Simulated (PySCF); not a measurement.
**The bond of NaMg−, level by level**

One table from this session's results is given with a row withheld; the runs are named, their logs left out.

Program: PySCF 2.14.0. Level of theory: Na aug-cc-pVDZ-DK, Mg aug-cc-pVDZ-DK, spin-free X2C with a Gaussian nucleus. These are calculated values, not measurements.

4 further runs of the same task are left out: 4 set aside as unsound or not needed.

The first run:

A driver script around PySCF takes these settings:

```yaml
atoms: Na, Mg
charge: -1
basis: Na aug-cc-pVDZ-DK, Mg aug-cc-pVDZ-DK
Hamiltonian: spin-free X2C with a Gaussian nucleus
basis_functions: 54
electrons_treated: 24
masses_in_u: 22.9898, 23.9850
levels: PBE0, PBE, r²SCAN, M06-2X, B97-3, r²SCAN0, CAM-B3LYP, MP2, SCS-MP2, CCSD, CCSD(T)
grid: 80 radial by 434 angular points
occupations: held fixed by the projection of orbital angular momentum
dissociation_limit: Na− + Mg, each in its ground configuration
starting_distance_in_angstrom: 3.030
values_of_2S_to_try: 0, 2
```

The run is started by

```sh
$ OMP_NUM_THREADS=1 python dia.py task.json out
```

Among the steps run: Set-up; First curve: PBE0; PBE (GGA); r²SCAN (meta-GGA); M06-2X (hybrid meta-GGA); B97-3; r²SCAN0; CAM-B3LYP; Correlated methods on the Hartree–Fock reference.

One of the session's tables, all rows but one given; the rest of the session is left out.

It belongs to the step «The curves together». Energy (eV) from each level's lowest point:

| R (Å) | RHF-MP2 | RHF-SCS-MP2 | RHF-CCSD | RHF-CCSD(T) | PBE |
| --- | --- | --- | --- | --- | --- |
| 3.225 | 0.089 | 0.102 | n/a | n/a | 0.055 |
| 3.375 | 0.046 | 0.056 | 0.050 | 0.036 | 0.022 |
| 3.525 | 0.020 | 0.028 | 0.023 | 0.013 | 0.005 |
| 3.638 | 0.009 | 0.014 | 0.010 | 0.004 | 0.000 |
| 3.750 | 0.002 | 0.006 | 0.003 | 0.000 | 0.000 |
| 3.862 | 0.000 | 0.001 | 0.000 | 0.000 | 0.004 |
| 4.013 | ? | ? | ? | ? | ? |
| 4.200 | 0.007 | 0.003 | 0.005 | 0.014 | 0.029 |
| 4.425 | 0.019 | 0.011 | 0.015 | 0.030 | 0.052 |
| 4.725 | 0.038 | 0.026 | n/a | n/a | 0.084 |

**Question.** Estimate the row for R (Å) = 4.013.

Worked estimate for «RHF-MP2». A straight line through the neighbours (3.862, 0.000) and (4.200, 0.007) gives 0.000 + (0.007 − 0.000) × (4.013 − 3.862) / (4.200 − 3.862) = 0.003; a parabola fitted to 4 rows on both sides gives 0.001.

As computed: RHF-MP2: 0.001; RHF-SCS-MP2: 0.000; RHF-CCSD: 0.000; RHF-CCSD(T): 0.004; PBE: 0.013. In «RHF-MP2» the line misses by +0.002 and the parabola by 0.000.

To keep in mind: The bond is weak, and basis-set superposition, which was not computed, may be a sizeable part of it.
